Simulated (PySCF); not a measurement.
# HNO2 (nitrous acid): levels of theory compared

Wanted: a comparison of 3 runs (HF/pcseg-0, HF/pcseg-1, HF/pcseg-2) of HNO2 (nitrous acid). Input form: a Python script.

Program for the calculation: PySCF 2.14.0.

### 1 Starting point

The species is HNO2 (4 atoms), meant as a singlet with charge 0. SMILES: `O=NO`. Geometry: relaxed at GFN2-xTB.

Bond lengths: O1–N2 1.181 Å, N2–O3 1.392 Å, O3–H4 0.968 Å. Angles: O1–N2–O3 113.7°, N2–O3–H4 106.9°.

### 2 The polarisability at HF/pcseg-0 (run 1)

calc.py

```python
import numpy
from pyscf import gto, scf
from pyscf.prop.polarizability import rhf

system = gto.M(
    atom=[
    ('O', (0.424700, 0.045690, 1.471310)),
    ('N', (0.319310, -0.411420, 0.387280)),
    ('O', (-0.357270, 0.415910, -0.505360)),
    ('H', (-0.386730, -0.050180, -1.353230)),
],
    max_memory=1860,
    verbose=3,
    basis='pcseg-0',
    spin=0,
)

mf = scf.RHF(system)
mf.conv_tol = 1e-10
mf.kernel()
if not mf.converged:
    mf = mf.newton().run(mf.mo_coeff, mf.mo_occ)

etot = mf.e_tot
print('E(%s) = %.9f' % ('HF', etot))
pol = rhf.Polarizability(mf)
alpha = pol.polarizability()
print('isotropic polarizability %.4f bohr^3' % (numpy.trace(alpha) / 3))
alpha_w = pol.polarizability_with_freq(freq=0.0774)
beta = pol.hyper_polarizability()
```

Run with:

```console
$ OMP_NUM_THREADS=1 python calc.py
```

Log:

```text
converged SCF energy = -203.974664185461
E(HF) = -203.974664185
isotropic polarizability 12.2654 bohr^3
```

Run time: 0.98 s. Hardware: 1 thread of Arm Neoverse V2, shared host; peak memory 0.11 GiB.

### 3 The response to a field at HF/pcseg-1 (run 2)

input.xyz

```xyz
4

O      0.424700     0.045690     1.471310
N      0.319310    -0.411420     0.387280
O     -0.357270     0.415910    -0.505360
H     -0.386730    -0.050180    -1.353230
```

run.py

```python
import numpy
from pyscf import gto
from pyscf.prop.polarizability import rhf

system = gto.M(
    atom='input.xyz',
    verbose=3,
    charge=0,
    basis='pcseg-1',
    max_memory=1860,
    spin=0,
)

mf = system.RHF()
mf.conv_tol = 1e-10
mf.kernel()
if not mf.converged:
    mf = mf.newton().run(mf.mo_coeff, mf.mo_occ)

e_final = mf.e_tot
print('Final energy', e_final)
pol = rhf.Polarizability(mf)
alpha = pol.polarizability()
print('isotropic polarizability %.4f bohr^3' % (numpy.trace(alpha) / 3))
alpha_w = pol.polarizability_with_freq(freq=0.0774)
beta = pol.hyper_polarizability()
```

Run with:

```console
$ OMP_NUM_THREADS=1 python run.py
```

Log:

```text
converged SCF energy = -204.577592997186
Final energy -204.57759299718595
isotropic polarizability 14.3967 bohr^3
```

Wall time 2.8 s (1 thread of Arm Neoverse V2, shared host); peak memory 0.12 GiB.

### 4 The polarisability at HF/pcseg-2 (run 3)

input.py

```python
import numpy
from pyscf import gto, scf
from pyscf.prop.polarizability import rhf

mol = gto.M(
    atom='O 0.424700 0.045690 1.471310; N 0.319310 -0.411420 0.387280; O -0.357270 0.415910 -0.505360; H -0.386730 -0.050180 -1.353230',
    verbose=3,
    max_memory=1860,
    basis='pcseg-2',
    charge=0,
)

hf = scf.RHF(mol)
hf.conv_tol = 1e-10
hf.kernel()
if not hf.converged:
    hf = hf.newton().run(hf.mo_coeff, hf.mo_occ)

etot = hf.e_tot
print(f'total energy: {etot:.8f} hartree')
pol = rhf.Polarizability(hf)
alpha = pol.polarizability()
print('isotropic polarizability %.4f bohr^3' % (numpy.trace(alpha) / 3))
alpha_w = pol.polarizability_with_freq(freq=0.0774)
beta = pol.hyper_polarizability()
```

Run with:

```console
$ OMP_NUM_THREADS=1 python input.py
```

Log:

```text
converged SCF energy = -204.719376045485
total energy: -204.71937605 hartree
isotropic polarizability 17.1228 bohr^3
```

Run time: 56 s. Hardware: 1 thread of Arm Neoverse V2, shared host; peak memory 0.23 GiB.

### 5 Overview of the runs

```csv
run,level,energy (Eh),dipole moment (D),HOMO energy (eV),LUMO energy (eV),wall time
1,HF/pcseg-0,-203.974664,2.85,-12.57,2.12,0.98 s
2,HF/pcseg-1,-204.577593,2.64,-12.54,2.46,2.8 s
3,HF/pcseg-2,-204.719376,2.56,-12.45,2.49,56 s
```

### 6 Results

```
                                   quantity          value
                        run 3: total energy  -204.71938 Eh
                       run 3: dipole moment         2.56 D
                         run 3: HOMO energy      -12.45 eV
                         run 3: LUMO energy        2.49 eV
                       run 3: HOMO–LUMO gap       14.95 eV
          run 3: mean static polarisability     17.1 bohr³
run 3: mean polarisability at ω = 0.0774 Eh     17.5 bohr³
```

What this shows: The dipole moment (its size) runs from 2.56 D (HF/pcseg-2) to 2.85 D (HF/pcseg-0). The HOMO–LUMO gap runs from 14.69 eV (HF/pcseg-0) to 15.00 eV (HF/pcseg-1). All runs together took 59 s, the longest 56 s.
